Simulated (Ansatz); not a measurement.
A nudged elastic band was laid between two geometries of C4H6O2 (12 atoms, charge 0, multiplicity 1).

Computed with RKS CAM-B3LYP/STO-3G (Ansatz 0.2.0).

```
movable images  : 5
climbing image  : yes
spring          : 5.0 eV/Å²
optimiser       : quadratic models (default)
start path      : IDPP
force threshold : 0.03 eV/Å
iteration limit : 60
end points      : relaxed
```

First end point:

```xyz
12
Properties=species:S:1:pos:R:3
C 0.016 -1.508 0.960
C 0.452 -0.443 0.274
O 1.610 0.297 0.580
C -0.258 0.152 -0.952
C -0.792 1.587 -0.641
O -1.962 1.957 -0.841
H -0.893 -2.031 0.670
H 0.556 -1.888 1.829
H 1.977 -0.172 1.408
H 0.465 0.231 -1.782
H -1.088 -0.496 -1.263
H -0.006 2.260 -0.209
```

Last end point:

```xyz
12
Properties=species:S:1:pos:R:3
C -0.136 -1.540 1.073
C 0.457 -0.553 0.389
O 1.693 -0.037 0.845
C -0.162 0.102 -0.861
C -0.733 1.521 -0.530
O -1.900 1.875 -0.773
H -1.103 -1.936 0.767
H 0.333 -1.968 1.959
H 1.982 0.596 0.101
H 0.606 0.210 -1.648
H -0.972 -0.527 -1.252
H 0.011 2.201 -0.036
```

(1) What changes between the two ends?

(2) What energy profile does the band end with?

(3) What is the geometry of the highest image?

(4) What are the harmonic wavenumbers there?

Results:

(1) No bond is made or broken. The dihedral C1–C2–O3–H9 goes from 0 to 173°.

(2) The forces met the threshold. The highest image is number 3 of 0 to 6, 0.37 eV above the first end and 0.22 eV above the last; the last end lies 0.14 eV above the first. A vibrational analysis at the climbing image gives one clearly imaginary mode, 452i cm⁻¹: a first-order saddle point. Limits of this set-up: minimal basis.

| image | path coordinate (Å) | energy (eV) | dihedral C1–C2–O3–H9 (°) |
| --- | --- | --- | --- |
| 0 | 0.00 | 0.00 | 0 |
| 1 | 0.38 | 0.08 | 24 |
| 2 | 0.75 | 0.28 | 57 |
| 3 | 1.13 | 0.37 | 88 |
| 4 | 1.51 | 0.30 | 118 |
| 5 | 1.89 | 0.19 | 145 |
| 6 | 2.26 | 0.14 | 173 |

(3) 
```xyz
12
Properties=species:S:1:pos:R:3:forces:R:3
C -0.183 -1.434 1.121 0.01 0.00 0.02
C 0.367 -0.420 0.446 0.00 0.00 -0.01
O 1.425 0.377 0.992 0.00 -0.01 0.00
C -0.164 0.084 -0.913 0.00 0.00 0.00
C -0.705 1.542 -0.774 0.00 0.00 0.00
O -1.837 1.908 -1.137 0.00 0.00 0.00
H -1.037 -1.987 0.726 0.00 0.00 0.00
H 0.211 -1.748 2.090 -0.01 -0.01 0.00
H 2.264 -0.135 0.713 0.00 0.00 0.00
H 0.660 0.097 -1.647 0.00 0.00 0.00
H -0.960 -0.575 -1.287 0.00 0.00 0.00
H 0.037 2.235 -0.298 0.00 0.00 0.00
```

(4) 452i, 50, 89, 201, 394, 419, 501, 581, 781, 829, 924, 988, 1027, 1051, 1106, 1275, 1342, 1388, 1474, 1483, 1561, 1639, 1875, 1894, 3258, 3369, 3447, 3503, 3601, 3770 cm⁻¹.

The run took 98 s on 1 thread of AMD EPYC 7R43 64-Core Processor (Zen 3) (shared host), peak memory 0.15 GiB.
